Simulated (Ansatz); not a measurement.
SiFH3 (SiH3F). The state is a triplet with charge 0. Geometry PBE0-D4/def2-TZVP, that of the neutral singlet.

```xyz
5

Si   -0.032    0.024   -0.004
F     1.232   -0.945    0.151
H    -0.408    0.517    1.342
H    -1.143   -0.750   -0.605
H     0.352    1.153   -0.884
```

At PBE-D4/def2-TZVP the gap within one spin of the charge 0 triplet nearly closes, so an electron or hole may be smeared out by delocalisation error. At PBE0-D4/def2-TZVP a singlet of charge 0 lies 7.48 eV below the triplet at the same geometry.

Task: Estimate the α-spin orbital energies around the gap (eV) in Ansatz with PBE-D4/def2-TZVP, r2SCAN-D4/def2-TZVP, PBE0-D4/def2-TZVP.

Result: 
| orbital | PBE-D4/def2-TZVP | r2SCAN-D4/def2-TZVP | PBE0-D4/def2-TZVP |
| --- | --- | --- | --- |
| HOMO−5 | -12.38 | -12.97 | -14.37 |
| HOMO−4 | -11.87 | -12.36 | -13.72 |
| HOMO−3 | -11.48 | -11.94 | -13.37 |
| HOMO−2 | -10.22 | -10.75 | -11.93 |
| HOMO−1 | -9.15 | -9.52 | -10.59 |
| HOMO | -2.03 | -2.15 | -2.81 |
| LUMO | -0.30 | 0.04 | 0.55 |
| LUMO+1 | -0.20 | 0.15 | 0.63 |
| LUMO+2 | 0.25 | 0.75 | 1.14 |
| LUMO+3 | 2.83 | 3.56 | 3.59 |
| LUMO+4 | 3.26 | 4.04 | 4.12 |
| LUMO+5 | 3.58 | 4.15 | 4.40 |
| β HOMO | -8.62 | -8.90 | -9.83 |
| β LUMO | -8.85 | -8.80 | -8.10 |
